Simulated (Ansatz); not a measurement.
# CHSi (doublet): r2SCAN0, wB97M-V over a scan of the distance C2–H3, 6-31G

How well do these functionals follow the top wave-function level for CHSi (doublet) over a scan of the distance C2–H3?

Method: 6-31G, all electrons in the functionals; program: Ansatz 0.2.0, Gaussian basis.

The runs, in order: r2SCAN0, wB97M-V, at 0.851 Å; 0.983 Å; 1.079 Å; 1.209 Å; 1.302 Å; 1.501 Å; 1.698 Å; 1.976 Å; 2.399 Å; 2.880 Å; 3.579 Å.

19 further runs of the same task are left out: 1 for a mislabelled method, 1 for a known fault of the program, 9 that didn't finish, 8 set aside as unsound or not needed.

**1. What is computed**

The geometry derives from a PBE0/def2-TZVP stationary point (not a proven minimum). One bond is set to the value named and the two fragments are kept rigid.

3 atoms, charge 0, spin multiplicity 2.

Atoms are counted from 1 here; the program's logs count them from 0.

Bond lengths: Si1–C2 1.682 Å, C2–H3 1.079 Å. Angles: Si1–C2–H3 180.0°.

No dispersion term is added; wB97M-V holds VV10 nonlocal correlation.

The geometry shown and the zero of energy belong to the point 1.079 Å. The yardstick, FCI, and other wave-function levels (R restricted, U unrestricted, valence and pair active spaces) come from earlier runs.

**2. r2SCAN0, 0.851 Å**

in.yaml

```yaml
crystal:
  periodic: [false, false, false]
  atoms:
    - {symbol: Si, position_ang: [0.000000, 0.000000, 1.405301]}
    - {symbol: C, position_ang: [0.000000, 0.000000, -0.277150]}
    - {symbol: H, position_ang: [0.000000, 0.000000, -1.128150]}
basis:
  gaussian: {orbitals: 6-31G}
magnetization: {spin_polarized: true, initial_magnetization: 1}
hamiltonian: {xc: {name: r2SCAN0}}
```

Launch:

```sh
$ ansatz run in.yaml --threads 1 --pin off --events-out ev --progress --plain --max-ram 2393MiB
```

After this run come: r2SCAN0, 0.983 Å; r2SCAN0, 1.079 Å; r2SCAN0, 1.209 Å; r2SCAN0, 1.302 Å; r2SCAN0, 1.501 Å; r2SCAN0, 1.698 Å; r2SCAN0, 1.976 Å; r2SCAN0, 2.399 Å; r2SCAN0, 2.880 Å; r2SCAN0, 3.579 Å; wB97M-V, 0.851 Å; wB97M-V, 0.983 Å; wB97M-V, 1.079 Å; wB97M-V, 1.209 Å; wB97M-V, 1.302 Å; wB97M-V, 1.501 Å; wB97M-V, 1.698 Å; wB97M-V, 1.976 Å; wB97M-V, 2.399 Å; wB97M-V, 2.880 Å; wB97M-V, 3.579 Å.

Q: Predict the results of all the runs planned. Wanted: span of the FCI curve; largest miss, r2SCAN0; largest miss, wB97M-V.

**Answer**, as computed:

```
             quantity                     value
span of the FCI curve             98.6 kcal/mol
largest miss, r2SCAN0  +13.6 kcal/mol (3.579 Å)
largest miss, wB97M-V  +19.6 kcal/mol (2.399 Å)
```

**Reading.** Of the functionals, r2SCAN0 keep the smallest largest miss at the points compared (at most 13.6 kcal/mol) and wB97M-V strays most (19.6 kcal/mol, at 2.399 Å). r2SCAN0, wB97M-V clearly break the spin symmetry at some points (⟨S²⟩ up to 1.10 above the pure value), so energy there is bought with a mixed spin. Functionals and the yardstick converge differently with the basis, so part of each miss in 6-31G is the basis.
